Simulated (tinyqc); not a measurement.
Worked calculation: ROHF in the sto-6g basis, for NH, spin multiplicity 3. One step of it, computed by the program tinyqc.

Problem. Iteration 2: building the Fock matrix. J_ij = sum D_kl (ij|kl) with D = D(alpha) + D(beta), K_ij = sum D_kl (ik|jl) for each spin; F = H + J - K(s); E = tr D H + tr D J / 2 - 0.5 sum_s tr D(s) K(s) + E_nn.

D(alpha) after iteration 1, order 1N 1s, 1N 2s, 1N 2px, 1N 2py, 1N 2pz, 2H 1s:
```
[[1.056531, -0.248510, 0.005223, -0.012634, -0.005501, 0.022445],
 [-0.248510, 1.096854, -0.032347, 0.078251, 0.036085, -0.147597],
 [0.005223, -0.032347, 0.941991, 0.140331, -0.043523, 0.197184],
 [-0.012634, 0.078251, 0.140331, 0.660519, 0.105288, -0.477016],
 [-0.005501, 0.036085, -0.043523, 0.105288, 1.028736, -0.114029],
 [0.022445, -0.147597, 0.197184, -0.477016, -0.114029, 0.447650]]
```

D(beta) after iteration 1, order 1N 1s, 1N 2s, 1N 2px, 1N 2py, 1N 2pz, 2H 1s:
```
[[1.054502, -0.236409, 0.008152, 0.019491, -0.019732, -0.002298],
 [-0.236409, 1.022696, -0.009648, -0.115016, 0.105175, 0.014600],
 [0.008152, -0.009648, 0.115235, 0.126805, 0.300720, -0.065622],
 [0.019491, -0.115016, 0.126805, 0.150386, 0.317744, -0.073202],
 [-0.019732, 0.105175, 0.300720, 0.317744, 0.801512, -0.170136],
 [-0.002298, 0.014600, -0.065622, -0.073202, -0.170136, 0.037471]]
```

core Hamiltonian H = T + V (hartree), order 1N 1s, 1N 2s, 1N 2px, 1N 2py, 1N 2pz, 2H 1s:
```
[[-24.775416, -5.403424, 0.000000, 0.000000, -0.007019, -0.400928],
 [-5.403424, -6.530351, 0.000000, 0.000000, -0.084111, -1.125520],
 [0.000000, 0.000000, -5.246749, 0.000000, 0.000000, 0.000000],
 [0.000000, 0.000000, 0.000000, -5.246749, 0.000000, 0.000000],
 [-0.007019, -0.084111, 0.000000, 0.000000, -5.291469, -1.018778],
 [-0.400928, -1.125520, 0.000000, 0.000000, -1.018778, -2.832236]]
```

Two-electron integrals (ij|kl) in chemists' order, unique and non-zero (hartree):
```
(11|11) 4.168742   (21|11) 0.583648   (21|21) 0.104114   (22|11) 0.968487
(22|21) 0.214450   (22|22) 0.708398   (31|31) 0.022075   (32|31) 0.033611
(32|32) 0.156576   (33|11) 0.968488   (33|21) 0.214450   (33|22) 0.708398
(33|33) 0.763241   (41|41) 0.022075   (42|41) 0.033611   (42|42) 0.156576
(43|43) 0.041133   (44|11) 0.968488   (44|21) 0.214450   (44|22) 0.708398
(44|33) 0.680975   (44|44) 0.763241   (51|51) 0.022075   (52|51) 0.033611
(52|52) 0.156576   (53|53) 0.041133   (54|54) 0.041133   (55|11) 0.968488
(55|21) 0.214450   (55|22) 0.708398   (55|33) 0.680975   (55|44) 0.680975
(55|55) 0.763241   (61|11) 0.045460   (61|21) 0.007792   (61|22) 0.015764
(61|33) 0.015723   (61|44) 0.015723   (61|51) 0.000437   (61|52) 0.000868
(61|55) 0.015846   (61|61) 0.000596   (62|11) 0.140500   (62|21) 0.031686
(62|22) 0.119652   (62|33) 0.117085   (62|44) 0.117085   (62|51) 0.002826
(62|52) 0.022788   (62|55) 0.124784   (62|61) 0.002416   (62|62) 0.029163
(63|31) 0.003007   (63|32) 0.018048   (63|53) 0.004310   (63|63) 0.003283
(64|41) 0.003007   (64|42) 0.018048   (64|54) 0.004310   (64|64) 0.003283
(65|11) 0.125959   (65|21) 0.028735   (65|22) 0.114951   (65|33) 0.109931
(65|44) 0.109931   (65|51) 0.005103   (65|52) 0.037456   (65|55) 0.124991
(65|61) 0.002266   (65|62) 0.033483   (65|65) 0.041041   (66|11) 0.337255
(66|21) 0.077327   (66|22) 0.333629   (66|33) 0.321397   (66|44) 0.321397
(66|51) 0.006824   (66|52) 0.077937   (66|55) 0.358094   (66|61) 0.005912
(66|62) 0.115173   (66|65) 0.146620   (66|66) 0.774999
```

nuclear repulsion = 2.36844020 hartree

Give: Coulomb J; exchange K(alpha); exchange K(beta); F(alpha); F(beta); total energy of this density.

Solution.

Coulomb J (hartree), order 1N 1s, 1N 2s, 1N 2px, 1N 2py, 1N 2pz, 2H 1s:
```
[[13.9254, 2.3919, -0.0014, -0.0055, 0.0081, 0.1814],
 [2.3919, 6.0233, -0.0075, -0.0309, 0.0530, 1.0021],
 [-0.0014, -0.0075, 6.0064, 0.0220, 0.0223, 0.0016],
 [-0.0055, -0.0309, 0.0220, 5.9862, 0.0301, -0.0013],
 [0.0081, 0.0530, 0.0223, 0.0301, 6.0772, 0.9651],
 [0.1814, 1.0021, 0.0016, -0.0013, 0.9651, 2.8838]]
```

exchange K(alpha) (hartree), order 1N 1s, 1N 2s, 1N 2px, 1N 2py, 1N 2pz, 2H 1s:
```
[[4.2865, 0.6707, 0.0008, -0.0020, 0.0006, 0.0539],
 [0.6707, 1.1664, 0.0000, 0.0001, 0.0067, 0.1870],
 [0.0008, 0.0000, 0.9621, 0.1013, -0.0089, 0.0548],
 [-0.0020, 0.0001, 0.1013, 0.7588, 0.0215, -0.1325],
 [0.0006, 0.0067, -0.0089, 0.0215, 1.0085, 0.1696],
 [0.0539, 0.1870, 0.0548, -0.1325, 0.1696, 0.3610]]
```

exchange K(beta) (hartree), order 1N 1s, 1N 2s, 1N 2px, 1N 2py, 1N 2pz, 2H 1s:
```
[[4.2499, 0.6169, 0.0045, -0.0106, 0.0032, 0.0501],
 [0.6169, 0.8966, -0.0152, -0.1045, 0.0617, 0.1586],
 [0.0045, -0.0152, 0.2938, 0.0916, 0.2097, 0.0119],
 [-0.0106, -0.1045, 0.0916, 0.3192, 0.2211, -0.0026],
 [0.0032, 0.0617, 0.2097, 0.2211, 0.7503, 0.0801],
 [0.0501, 0.1586, 0.0119, -0.0026, 0.0801, 0.0525]]
```

F(alpha) (hartree), order 1N 1s, 1N 2s, 1N 2px, 1N 2py, 1N 2pz, 2H 1s:
```
[[-15.1365, -3.6823, -0.0023, -0.0034, 0.0004, -0.2734],
 [-3.6823, -1.6735, -0.0075, -0.0310, -0.0378, -0.3105],
 [-0.0023, -0.0075, -0.2024, -0.0794, 0.0312, -0.0531],
 [-0.0034, -0.0310, -0.0794, -0.0194, 0.0085, 0.1313],
 [0.0004, -0.0378, 0.0312, 0.0085, -0.2227, -0.2233],
 [-0.2734, -0.3105, -0.0531, 0.1313, -0.2233, -0.3094]]
```

F(beta) (hartree), order 1N 1s, 1N 2s, 1N 2px, 1N 2py, 1N 2pz, 2H 1s:
```
[[-15.0999, -3.6285, -0.0059, 0.0051, -0.0022, -0.2696],
 [-3.6285, -1.4037, 0.0077, 0.0736, -0.0927, -0.2820],
 [-0.0059, 0.0077, 0.4659, -0.0696, -0.1874, -0.0103],
 [0.0051, 0.0736, -0.0696, 0.4202, -0.1910, 0.0014],
 [-0.0022, -0.0927, -0.1874, -0.1910, 0.0355, -0.1337],
 [-0.2696, -0.2820, -0.0103, 0.0014, -0.1337, -0.0009]]
```

total energy of this density = -54.274149 hartree
